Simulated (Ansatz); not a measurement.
Two isomers of C4H6O: A = `C#CC(C)O`, B = `OC1=CCC1`.

Gas-phase electronic energies from Ansatz, PBE0-D4/def2-TZVP geometries. CCSD(T)/CBS is the MP2 limit (def2-TZVPP, def2-QZVPP) plus CCSD(T) − MP2 in def2-TZVPP, frozen cores. DFT in def2-TZVPP. B3LYP here is the variant with VWN-RPA as its local correlation; programs differ in this. One conformer a species, not always the lowest.

(1) Which isomer does CCSD(T)/CBS put lower? Give the gap. (Estimate.)

(2) Give E(B) − E(A) in kcal/mol with B2PLYP, MP2/def2-TZVPP, LDA (SPW92), B3LYP-D4, CCSD(T)/def2-TZVPP, CCSD(T)/def2-SVP, CCSD/def2-TZVPP. (Best estimate.)

(3) Does the order hold for the free energy at 298.15 K (harmonic terms from PBE0-D4)? (Estimate.)

Largest T1 diagnostic: 0.011.

Results:

(1) Computed: B, by 9.5 kcal/mol.

(2) The calculation gave: B2PLYP -8.6, MP2/def2-TZVPP -9.3, LDA (SPW92) -21.3, B3LYP-D4 -10.0, CCSD(T)/def2-TZVPP -9.6, CCSD(T)/def2-SVP -11.0, CCSD/def2-TZVPP -9.2. None reverses the order clearly.

(3) Computed: Yes: G(B) − G(A) = -7.3 kcal/mol, for one conformer each.

From BLYP to BHLYP (50 % exact exchange), in def2-TZVPP and without D4, E(B) − E(A) moves by −2.0 kcal/mol. Leaving LDA and LC-ωPBE aside and taking each functional with its dispersion term where it has one, the values, not all of them listed here, spread over 8.5 kcal/mol, from HSE06-D4 to B2PLYP. LDA lies −5.3 kcal/mol from PBE without D4.
